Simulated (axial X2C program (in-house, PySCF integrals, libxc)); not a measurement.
# PO: properties at the nuclei

Wanted for PO: properties at the nuclei, at the two-component level.

Computed with an in-house X2C program for linear molecules on PySCF integrals. Level: two-component X2C with atomic mean-field terms, P dyall-v3z, O dyall-av3z.

All values are calculated.

### Step 1. The job

The input, task.json:

```json
{"zs": [15, 8], "q": 0, "bas": ["dyall-v3z", "dyall-av3z"], "r0": 1.59, "levels": ["PBE0", "HF", "LDA", "B3LYP", "BHandHLYP"], "nst": 3}
```

Keys: zs atomic numbers; q charge; bas basis sets; r0 starting distance in Å; levels methods (HF also brings MP2); nst determinants followed.

Run with:

```console
> python soeom.py task.json out
```

Further steps of the session: Expectation values, lowest determinant; Expectation values, a higher determinant.

Q: Predict the outcome of this session. Wanted: lowest determinant; Eeff magnitude; Ws magnitude P; A∥/gI P; qzz P; higher determinant (for each run or level that gives them).

The runs gave:

| quantity | value |
| --- | --- |
| lowest determinant | Ω = 1/2 (excess of +ω over −ω: ω = 1/2) |
| Eeff magnitude (GV/cm), PBE0 | 0.0124 |
| Ws magnitude P (kHz), PBE0 | 0.0103 |
| A∥/gI P (MHz), PBE0 | 677 |
| qzz P (a.u.), PBE0 | -1.16 |
| higher determinant | Ω = 3/2 (excess of +ω over −ω: ω = 3/2) |
| Eeff magnitude (GV/cm), PBE0, higher determinant | 0.0138 |
| Ws magnitude P (kHz), PBE0, higher determinant | 0.00382 |
| A∥/gI P (MHz), PBE0, higher determinant | 121 |
| qzz P (a.u.), PBE0, higher determinant | -1.17 |

In the first state, the effective field runs from 0.00303 to 0.0283 GV/cm over the mean-field levels, so the levels don't agree on it. The expectation values come from single determinants, which for open shells can mix terms of unlike spin or miss the lowest Ω, so a determinant need not be a state. Eeff is the effective electric field on the electron dipole moment in this Ω state and Ws the scalar–pseudoscalar constant (defined with the proton number Z and per Ω); A∥ is the parallel hyperfine constant, which follows by multiplying with the nuclear g factor gI = μI/(I μN); qzz is the electric field gradient, eQq0 = 234.96 MHz × Q/barn × qzz; μ is positive if O is the positive end. The operators were transformed with the bare-nucleus X2C matrices. A second determinant lies within 0.1 eV of the first.
